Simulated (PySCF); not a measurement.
O2S, SMILES S(=O)=O.

Coordinates come from a ωB97X-D3(BJ)/def2-TZVP optimisation.

Level of theory: PBE/def2-TZVPD run with PySCF.

Symmetry labels are those of the subgroup C2v that the program uses (full group C2v).

Computed valence orbital energies around the gap with their symmetry:
```json
[
 {"orbital": "HOMO−7", "symmetry": "B2", "energy (eV)": "-26.53"},
 {"orbital": "HOMO−6", "symmetry": "A1", "energy (eV)": "-15.73"},
 {"orbital": "HOMO−5", "symmetry": "B1", "energy (eV)": "-12.44"},
 {"orbital": "HOMO−4", "symmetry": "A1", "energy (eV)": "-12.16"},
 {"orbital": "HOMO−3", "symmetry": "B2", "energy (eV)": "-12.13"},
 {"orbital": "HOMO−2", "symmetry": "A2", "energy (eV)": "-9.46"},
 {"orbital": "HOMO−1", "symmetry": "B2", "energy (eV)": "-8.77"},
 {"orbital": "HOMO", "symmetry": "A1", "energy (eV)": "-8.08"},
 {"orbital": "LUMO", "symmetry": "B1", "energy (eV)": "-4.40"},
 {"orbital": "LUMO+1", "symmetry": "A1", "energy (eV)": "-0.52"},
 {"orbital": "LUMO+2", "symmetry": "B2", "energy (eV)": "0.13"},
 {"orbital": "LUMO+3", "symmetry": "A1", "energy (eV)": "0.23"}
]
```
